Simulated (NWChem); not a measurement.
System: chloromethane (CH$_{3}$Cl); SMILES CCl

Input file for NWChem:

```
start job
memory heap 200 mb stack 900 mb global 1100 mb
geometry units angstroms noautosym nocenter noautoz
  C      0.000000     0.000000    -1.110906
  Cl     0.000000     0.000000     0.664417
  H      0.732981     0.732981    -1.470125
  H      0.268290    -1.001270    -1.470125
  H     -1.001270     0.268290    -1.470125
end
basis spherical
  * library def2-svpd
end
dft
  xc hfexch
  iterations 150
end
tddft
  cis
  nroots 6
  notriplet
end
task tddft energy
```

Coordinates come from a PBE0/def2-SVP optimisation.

Vertical excitations in the gas phase.

Q: What results follow from this input? (Hartree-Fock/def2-SVPD, CIS.) Quantities: basis functions; lowest excitation, singlet (eV); oscillator strength of that lowest state; lowest state with f > 0.02, singlet (eV); oscillator strength of that bright state; orbital gap (eV).

A: 
```
Property                                  Result
----------------------------------------  ------
number of basis functions                     71
lowest excitation, singlet (eV)             8.39
oscillator strength of that lowest state   0.004
lowest state with f > 0.02, singlet (eV)    9.36
oscillator strength of that bright state   0.036
orbital gap (eV)                           14.57
```
